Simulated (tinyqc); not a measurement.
Inside a calculation. Method: Pariser-Parr-Pople SCF with singles CI, for the molecule C=CC=C([CH2+])Cl (SMILES; centres numbered as the heavy atoms are written). Computed by tinyqc, a small Python program that keeps every step. Settings: charge = 1, gamma = Ohno, start = huckel, damping = 0, iteration cap = 56, excitations kept = 6. Command: `OMP_NUM_THREADS=1 python tinyqc.py 31983 31984 out.jsonl` (the two numbers bound the seeds that draw the settings). One thread of a shared host (Intel(R) Xeon(R) Processor @ 2.60GHz), about 0.02 s of CPU time with the checks. Later iterations appear only in the table of the cycle.

## PPP integrals

Centres (angstrom, eV; a flat drawing with bonds scaled to 1.40 angstrom):
```
centre          x          y  core charge z          W   gamma_rr
1C      -2.683000  -0.205000              1  11.160000  11.130000
2C      -1.384000   0.316000              1  11.160000  11.130000
3C      -0.283000  -0.549000              1  11.160000  11.130000
4C       1.017000  -0.028000              1  11.160000  11.130000
5C       2.118000  -0.893000              1  11.160000  11.130000
6Cl      1.215000   1.358000              2  26.000000  13.000000
```

Resonance integrals (eV):
```
i  j       beta
1  2  -2.390000
2  3  -2.390000
3  4  -2.390000
4  5  -2.390000
4  6  -1.590000
```

Ohno: gamma = 14.399645/sqrt(R^2 + a^2), a = 2 x 14.399645/(gamma_rr + gamma_ss); H_rr = -W_r - sum_(s != r) z_s gamma_rs; H_rs = beta for bonds.

repulsion gamma_rs (eV), lower triangle:
```
            1C         2C         3C         4C         5C        6Cl
1C   11.130000
2C    7.555066  11.130000
3C    5.239813   7.553419  11.130000
4C    3.669945   5.238149   7.552365  11.130000
5C    2.868661   3.669426   5.238149   7.553419  11.130000
6Cl   3.298143   4.730735   5.327684   7.826986   5.327043  13.000000
```

core matrix H (eV), lower triangle:
```
             1C          2C          3C          4C          5C         6Cl
1C   -37.089772
2C    -2.390000  -44.637529
3C     0.000000   -2.390000  -47.399114
4C     0.000000    0.000000   -2.390000  -50.827849
5C     0.000000    0.000000    0.000000   -2.390000  -41.143742
6Cl    0.000000    0.000000    0.000000   -1.590000    0.000000  -52.510591
```

## Starting guess

pi electrons, sum of z_r less the charge = 6

Orbitals of the Hueckel matrix of the beta values.

P at the start, lower triangle:
```
            1C         2C         3C        4C        5C       6Cl
1C    1.371306
2C    0.773303   1.000000
3C   -0.371306   0.598097   1.371306
4C   -0.175206   0.000000   0.520553  1.000000
5C    0.257389  -0.175206  -0.257389  0.695759  0.871621
6Cl   0.171234  -0.116560  -0.171234  0.462869  0.579865  0.385768
```

## Iteration 1: Fock matrix

F_rr = H_rr + P_rr gamma_rr / 2 + sum_(s != r) P_ss gamma_rs; F_rs = H_rs - P_rs gamma_rs / 2; E = tr P (H + F) / 2 + core repulsion sum_(r<s) z_r z_s gamma_rs.

F (eV), lower triangle:
```
            1C         2C          3C          4C          5C         6Cl
1C   -7.275357
2C   -5.311177  -8.092716
3C    0.972786  -4.648837  -10.855699
4C    0.321499   0.000000   -4.355701  -15.032366
5C   -0.369181   0.321453    0.674120   -5.017679  -11.898410
6Cl  -0.282376   0.275707    0.456139   -3.401434   -1.544483  -20.973572
```

pi energy = -80.725171 eV

## Iteration 1: orbitals and new P

Diagonalise F (the basis is taken as orthonormal) and form P = 2 sum c c over the lowest orbitals.

orbital energies (eV): -23.927110  -17.831900  -14.539997  -11.163934  -6.073757  -0.591423

P after iteration 1, lower triangle:
```
            1C         2C         3C        4C         5C       6Cl
1C    0.303984
2C    0.498748   0.879566
3C    0.367631   0.759249   0.865179
4C   -0.115734   0.016674   0.495432  1.259481
5C   -0.312242  -0.398030  -0.021065  0.815265   0.720364
6Cl   0.144116   0.039748  -0.155932  0.094270  -0.027927  1.971426
```

## Iteration 2: Fock matrix

As before.

F (eV), lower triangle:
```
             1C          2C          3C          4C         5C         6Cl
1C   -11.028797
2C    -4.274039  -12.344103
3C    -0.963158   -5.257464  -10.559275
4C     0.212368   -0.043670   -4.260842  -10.690251
5C     0.447858    0.730271    0.055170   -5.469020  -8.488188
6Cl   -0.237658   -0.094020    0.415378   -1.958926   0.074384  -16.227994
```

pi energy = -92.741969 eV

## Iteration 2: orbitals and new P

As before.

orbital energies (eV): -19.610941  -17.238666  -15.064182  -9.411597  -5.641429  -2.371793

P after iteration 2, lower triangle:
```
            1C         2C         3C        4C         5C       6Cl
1C    0.547528
2C    0.722151   1.049344
3C    0.322083   0.647273   0.714910
4C   -0.224816  -0.029322   0.545335  1.110425
5C   -0.321709  -0.237143   0.271184  0.782816   0.614976
6Cl   0.126452  -0.001888  -0.158409  0.161905  -0.075375  1.962818
```

## Iteration 3: Fock matrix

As before.

F (eV), lower triangle:
```
             1C          2C          3C          4C         5C         6Cl
1C   -10.055913
2C    -5.117950  -11.902558
3C    -0.843826   -4.834563  -10.560622
4C     0.412532    0.076797   -4.449284  -11.734941
5C     0.461437    0.435089   -0.710250   -5.346469  -9.711916
6Cl   -0.208528    0.004465    0.421976   -2.223616   0.200764  -17.206186
```

pi energy = -94.344875 eV

## Iteration 3: orbitals and new P

As before.

orbital energies (eV): -19.944971  -18.003384  -15.976799  -8.772542  -5.298227  -3.176213

P after iteration 3, lower triangle:
```
            1C         2C         3C        4C         5C       6Cl
1C    0.587596
2C    0.770051   1.074867
3C    0.320438   0.597716   0.668524
4C   -0.207229  -0.047980   0.548356  1.083014
5C   -0.287281  -0.204546   0.330211  0.782107   0.627149
6Cl   0.093751  -0.003354  -0.142989  0.188355  -0.126024  1.958850
```

## Convergence

Stop when output and input P, before any damping, agree to 1e-7.

Course of the cycle:
```
iteration        E (eV)  largest |P(out) - P(in)|
1          -80.72517063                  1.59e+00
2          -92.74196913                  2.92e-01
3          -94.34487472                  5.90e-02
4          -94.48185440                  2.88e-02
5          -94.50884008                  1.56e-02
6          -94.51497280                  8.32e-03
7          -94.51647910                  4.44e-03
8          -94.51686913                  2.37e-03
9          -94.51697386                  1.27e-03
10         -94.51700270                  6.79e-04
11         -94.51701079                  3.64e-04
...                 ...                       ...
15         -94.51701399                  3.06e-05
16         -94.51701401                  1.65e-05
17         -94.51701401                  8.93e-06
18         -94.51701402                  4.83e-06
19         -94.51701402                  2.61e-06
20         -94.51701402                  1.41e-06
21         -94.51701402                  7.66e-07
22         -94.51701402                  4.15e-07
23         -94.51701402                  2.25e-07
24         -94.51701402                  1.22e-07
25         -94.51701402                  6.63e-08
```

Converged in 25 iterations.

## Converged orbitals

Charges are z - P_rr.

orbital energies (eV): -20.135779  -18.153125  -16.228315  -8.733054  -5.283437  -3.359706

coefficients:
```
          MO1        MO2        MO3        MO4        MO5        MO6
1C   0.216996  -0.383105   0.329936  -0.548406   0.547297   0.311450
2C   0.384420  -0.536144   0.336230  -0.016064  -0.477504  -0.472706
3C   0.480396  -0.257765  -0.129948   0.627887   0.029736   0.539225
4C   0.565543   0.197473  -0.425494  -0.019752   0.442880  -0.513408
5C   0.300594   0.097644  -0.468958  -0.551687  -0.512429   0.336520
6Cl  0.405164   0.671422   0.600199   0.001350  -0.113334   0.109317
```

pi charges: 1C 0.394571, 2C -0.096560, 3C 0.371780, 4C -0.079759, 5C 0.360375, 6Cl 0.049593

## Singles CI, singlets

Over the 6 single excitations with the smallest orbital gaps: A = (e_a - e_i) delta + 2 (ia|jb) - (ij|ab), with (pq|rs) = sum c_mp c_mq gamma_mn c_nr c_ns. f = 2/3 w |mu|^2 in atomic units, mu = sqrt2 sum c_ia sum_m c_mi c_ma R_m.

singlet CI matrix (eV), lower triangle:
```
           3>4        2>4        3>5        1>4       3>6       2>5
3>4   3.461540
2>4  -0.185210   4.715934
3>5  -0.207890  -0.123762   6.366336
1>4  -0.061756  -0.015310  -0.095136   6.370581
3>6  -0.361113   0.044116   0.441920  -0.014649  7.406126
2>5  -0.471365  -0.120465  -0.124826  -0.208834  0.491996  7.754971
```

singlet excitation energies (eV): 3.342899  4.729291  6.116212  6.403532  7.269581  8.213973

oscillator strengths: 0.547226  0.529314  0.142150  0.068026  0.037410  0.036823

## Singles CI, triplets

Over the 6 single excitations with the smallest orbital gaps: A = (e_a - e_i) delta - (ij|ab), with (pq|rs) = sum c_mp c_mq gamma_mn c_nr c_ns.

triplet CI matrix (eV), lower triangle:
```
           3>4        2>4       3>5        1>4       3>6       2>5
3>4   1.717091
2>4   0.614967   3.726717
3>5  -0.548269  -0.530216  4.938569
1>4   0.478403   0.590550  0.772522   5.031646
3>6  -0.162013  -0.131343  0.796374   0.052761  6.545329
2>5  -0.530216   0.320044  0.609320  -0.754939  0.844763  6.872413
```

triplet excitation energies (eV): 1.415204  2.961560  4.797447  5.295114  6.358320  8.004120
